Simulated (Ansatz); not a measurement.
System: rock-salt RbBr. Method: PBE0 in Ansatz (plane waves, PAW).

Run with plane-wave cutoff 460 eV, 6×6×6 k mesh, Fermi–Dirac smearing 0.01 eV, scalar-relativistic PAW data made under PBE.

The direct gap at Γ against volume; x = 100 ln(V/42.332 Å³). One gap is withheld.

```
V (Å³/atom)      x  gap (eV)
-----------  -----  --------
40.237       -5.08         ?
41.296       -2.48     6.169
42.332        0.00     6.104
43.414        2.52     6.040
44.472        4.93     5.980
```

Q: Fit a straight line to the rows shown, give the volume deformation potential and predict the withheld gap.

A: Means of the 4 rows: x̄ = 1.242, ȳ = 6.0732 eV. Σ(x − x̄)(y − ȳ) = -0.7810 and Σ(x − x̄)² = 30.630, so the slope is -0.0255 eV per unit of x, and dE_g/d ln V = -2.5 eV. At x = -5.08: 6.0732 + (-0.0255) × (-5.08 − (1.242)) = 6.234 eV. The run gives 6.239 eV, 0.005 eV above the line.

Measured, for comparison: band gap 7.2 eV (temperature not stated, no zero-point or thermal correction; as tabulated in Aguado et al. (1998), arXiv:cond-mat/9809176).

Spin–orbit coupling is not included.

Ansatz is a quantum-chemistry and plane-wave program.
